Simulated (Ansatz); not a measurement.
Mulliken charges of C3H5ClO, SMILES `CC(Cl)C=O` from B3LYP/def2-TZVPP in Ansatz (PBE0-D4/def2-TZVP geometry).

```
atom   x (Å)   y (Å)   z (Å)  charge (e)
  C1  -0.886  -0.579   0.541      -0.237
  C2   0.503  -0.137   0.167       0.093
 Cl3   1.428  -1.443  -0.642      -0.159
  C4   0.539   1.049  -0.773       0.072
  O5  -0.428   1.693  -1.060      -0.243
  H6  -1.411   0.249   1.021       0.094
  H7  -1.450  -0.866  -0.347       0.097
  H8  -0.848  -1.424   1.228       0.099
  H9   1.094   0.124   1.051       0.099
 H10   1.543   1.282  -1.182       0.085
```

Question: By hand: the dipole of these point charges (1 e Å = 4.8032 D).

Answer: Σ q r = (0.055, -0.062, 0.379) e Å, of length 0.388 e Å = 1.86 D.

Question: How does the dipole of the full density compare? (Best estimate.)

Answer: The calculation gave: (0.131, -0.077, 0.354) e Å, 1.85 D; the point charges give 1.01 times that, at 12° from its direction.

Point charges leave out the atoms' own dipoles, such as those of lone pairs, and Mulliken's split depends on the basis, so the close match here is no proof of good charges.

B3LYP here is the variant with VWN-RPA as its local correlation; programs differ in this.
